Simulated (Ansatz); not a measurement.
C3H6N2 can be A, `CN1C=NC1`, or B, `NC1=NCC1`.

Isolated molecules relaxed with PBE0-D4/def2-TZVP in Ansatz; ΔE leaves out vibrations. CCSD(T)/CBS is the MP2 limit (def2-TZVPP, def2-QZVPP) plus CCSD(T) − MP2 in def2-TZVPP, frozen cores. DFT in def2-TZVPP. Each species was taken in one conformer, which may not be the lowest.

A:

```xyz
11

C     0.5878   -1.2638    0.1693
N     0.2330    0.0104   -0.4002
C     0.5837    1.2444    0.1214
N    -0.5398    1.8749    0.0846
C    -1.1247    0.5971   -0.3653
H     0.2347   -1.3925    1.2024
H     0.1724   -2.0667   -0.4426
H     1.6746   -1.3700    0.1610
H     1.5719    1.5855    0.4240
H    -1.7755    0.1405    0.3844
H    -1.6182    0.6402   -1.3390
```

B:

Z-matrix (Å, degrees):
```
C
C 1 1.548
C 1 1.964 2 48.6
N 1 1.483 2 89.6 3 -0.2
H 1 1.093 2 115.5 3 -115.9
H 1 1.093 2 115.0 3 115.4
H 2 1.092 1 116.4 3 -114.2
H 2 1.092 1 116.2 3 114.5
N 3 1.358 2 131.0 1 -176.4
H 9 1.008 3 116.0 2 -169.8
H 9 1.004 3 117.7 2 -26.7
```

Question: Which isomer does CCSD(T)/CBS put lower? Give the gap. (An estimate is asked.)

Answer: The calculation gave: B, by 81.1 kJ/mol.

Question: Give E(B) − E(A) in kJ/mol with MP2/def2-TZVPP, ωB97M-V, HF/def2-TZVPP, CCSD(T)/def2-TZVPP, CCSD/def2-TZVPP, PBE0-D4, B2PLYP. (Best estimate.)

Answer: The calculation gave: MP2/def2-TZVPP -81.9, ωB97M-V -84.5, HF/def2-TZVPP -84.9, CCSD(T)/def2-TZVPP -79.0, CCSD/def2-TZVPP -81.2, PBE0-D4 -85.6, B2PLYP -80.5. None reverses the order clearly.

Largest T1 diagnostic: 0.013.

In def2-TZVPP, CCSD(T) changes the Hartree–Fock value by +5.9 kJ/mol (the triples alone add +2.2 kJ/mol) and MP2 by +3.0 kJ/mol. From PBE to PBE0 (25 % exact exchange), in def2-TZVPP and without D4, E(B) − E(A) moves by −5.1 kJ/mol.
